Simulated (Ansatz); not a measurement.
# B₃H (triplet): the correlation ladder, def2-TZVPP

An exercise on one series of results from a longer session: the logs are not shown, and one member is left open.

Program: Ansatz 0.2.0, Gaussian basis. Level of theory: def2-TZVPP, core rule «outside noble gas», up to 3 orbitals frozen. These are calculated values, not measurements.

The runs, in order: UHF; ROHF; CCSD(T) on UHF.

2 further runs of the same task are left out: 2 set aside as unsound or not needed.

**The system**

The geometry is a PBE0/def2-TZVP stationary point (not a proven minimum) of the parent state, kept for this charge and spin.

4 atoms, charge 0, spin multiplicity 3.

Atoms are counted from 1 here; the program's logs count them from 0.

Bond lengths: B1–B2 1.597 Å, B1–B3 1.597 Å, B1–H4 1.184 Å, B2–B3 1.488 Å. Angles: B2–B1–B3 55.5°, B2–B1–H4 152.2°, B3–B1–H4 152.2°, B1–B2–B3 62.2°, B1–B3–B2 62.2°.

The first run:

in.yaml reads:

```yaml
crystal:
  periodic: [false, false, false]
  atoms:
    - {symbol: B, position_ang: [0.000000, 0.000000, 0.877935]}
    - {symbol: B, position_ang: [0.000000, -0.744017, -0.535109]}
    - {symbol: B, position_ang: [0.000000, 0.744017, -0.535109]}
    - {symbol: H, position_ang: [0.000000, 0.000000, 2.062404]}
basis:
  gaussian: {orbitals: def2-TZVPP}
magnetization: {spin_polarized: true, initial_magnetization: 2}
hamiltonian: {xc: hf}
output: {orbitals: {seedname: orbitals}}
```

The run is started by

```
ansatz run in.yaml --threads 1 --pin off --events-out ev --progress --plain --max-ram 4096MiB --backend cpu
```

Steps of the session up to this table: UHF; ROHF; CCSD(T) on UHF.

One of the session's tables, all rows but one given; the rest of the session is left out.

| method | from UCCSD(T) (kcal/mol) |
| --- | --- |
| ROHF | ? |
| UHF | +174.62 |
| UMP2 | +35.85 |
| UCCSD | +10.31 |
| UCCSD(T) | 0 |

**Question.** Estimate the row for ROHF.

As computed: from UCCSD(T) (kcal/mol): +189.14. In the column «from UCCSD(T) (kcal/mol)» it is the highest.
